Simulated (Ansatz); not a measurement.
**SbH, singlet in def2-SVP: errors against full CI**

Geometry: a PBE0/def2-TZVP stationary point for this spin. The triplet lies 1.0 eV lower here.

| atom | x (Å) | y (Å) | z (Å) |
| --- | --- | --- | --- |
| Sb | 0.0000 | 0.0000 | 0.0000 |
| H | 0.0000 | 0.0000 | 1.7130 |

Basis def2-SVP with its core potentials; Ansatz 0.2.0. Only valence electrons are correlated (noble-gas cores and the filled d shells of p-block atoms frozen), which leaves 6 electrons in 22 orbitals. R marks a restricted (for open shells ROHF) determinant, U an unrestricted one. Active spaces: valence = (6e, 5o) chosen from the atoms' valence shells. No spin–orbit coupling is included; scalar relativity enters through the core potentials alone.

Full CI is exact within this basis and frozen core; it isn't the basis-set limit. The frozen core follows each run's orbitals, which can shift R against U totals by a few meV for light atoms and by up to 0.1 eV past Ca.

The determinant fills πx and πy unequally, so it is a mixture of Σ and Δ, which weighs on every level built on one determinant.

The UHF ⟨S²⟩ is 1.022 and the T1 diagnostic (RCCSD) is 0.0103. The largest doubles amplitude (RCCSD) is 0.435.

| level | E − E(full CI) (kJ/mol) | share of correlation (%) | wall time |
| --- | --- | --- | --- |
| RHF | 291.1 | 0.00 | – |
| RMP2 | 95.8 | 67.08 | – |
| CISD | 43.0 | 85.22 | 1.4 s |
| RCCSD | 24.8 | 91.49 | – |
| RCCSD(T) | 11.7 | 95.98 | 2.2 s |
| BCCD(T) | 12.0 | 95.88 | 1.9 s |
| RCCSDT* | 0.5 | 99.81 | – |
| CISDTQ | 1.6 | 99.47 | 2.8 s |
| RCCSDT(Q)* | -0.2 | 100.07 | 3.2 s |
| RCCSDTQ* | 0.0 | 100.00 | 17 s |
| CASSCF (valence space) | 194.0 | 33.35 | – |
| NEVPT2 (valence space) | 48.6 | 83.29 | 2.2 s |
| NEVPT4(SD) (valence space) | 3.4 | 98.84 | 2.9 s |
| MRCISD (valence space) | 7.1 | 97.56 | – |
| MRCISD+Q (valence space) | -2.7 | 100.91 | 3 s |

An asterisk marks runs whose energy the program itself flagged as in doubt.

The correlation energy at full CI, counted from RHF, is -3.017 eV. That run took 10 s on 1 thread of Intel Xeon, shared host over 594,800 determinants.

Run but not shown, since their state, orbitals or frozen core can't be matched to the reference's or they repeat it: UHF, UMP2, UCCSD, UCCSD(T), UCCSDT, UCCSDT(Q).

Times hold each run's SCF and search for its determinant on a shared host, so for small cases they say little of a method's own cost; they ran on 1 thread of Intel Xeon. Some runs computed forces too.

Not variational, and here over 5 meV under the exact energy: MRCISD+Q (valence space).

Unrestricted levels hold only the spin's projection, and here they fall towards a lower state of higher spin.

The full-CI state has the irrep A1 of C2v, in the program's axes (one component, if the state is degenerate).

Natural occupations of full CI about the gap: 1.963 1.936 1.010 0.968 0.044 0.019 0.011 0.011 0.008 0.007; effectively unpaired electrons, Σ n²(2−n)², 2.03. No single determinant describes this state well, so single-reference rows can miss without a flag.
